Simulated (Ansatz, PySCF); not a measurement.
Gas-phase reaction in SMILES: CC#N [acetonitrile] -> CC#N as triplet, charge 0 (to the triplet)

Wanted: adiabatic triplet-singlet gap, E(triplet) - E(singlet) (0 K, with zero-point energies), in eV. Set-up: spin-orbit terms left out; no dispersion term unless named; non-relativistic; 6-31G* and kin with 6d, 5d where marked; valence correlation only; UHF or UKS for open shells. First-principles rows: single points at B3LYP-D3(BJ) geometries (Ansatz, a first-principles code), with unscaled harmonic terms from B3LYP/6-31G* (Ansatz) at its own minima. A UHF reference is markedly spin-contaminated in at least one set, which strains HF and MP2. Levels can end on unlike triplets.

| level | program | adiabatic triplet-singlet gap, E(triplet) - E(singlet) (0 K, with zero-point energies) (eV) |
|---|---|---|
| HF/STO-3G | Ansatz | 3.42 |
| HF/6-31G* | Ansatz | 3.52 |
| SVWN5/6-31G* | Ansatz | 4.75 |
| BLYP/6-31G* | Ansatz | 4.40 |
| BP86/6-31G* (5d) | PySCF | 4.40 |
| B3LYP/STO-3G | Ansatz | 4.31 |
| PBE0/6-31G* | Ansatz | 4.35 |
| MP2/3-21G | Ansatz | 5.47 |
| MP2/6-31G* | Ansatz | 5.07 |
| r2SCAN-D4/def2-TZVPD | Ansatz + dftd4 | 4.23 |
| wB97M-V/def2-TZVPD | Ansatz | 4.72 |

No value to compare with is used here. The 9 habitual levels span 3.42 (HF/STO-3G) to 5.47 eV (MP2/3-21G); r2SCAN-D4/def2-TZVPD gives 4.23.

The levels are drawn from those run, B3LYP/6-31G* more often than the rest, none by its result; left out are runs that failed, that the program found above a lower state of the same kind, or whose <S^2> lies over 0.5 above the pure value.
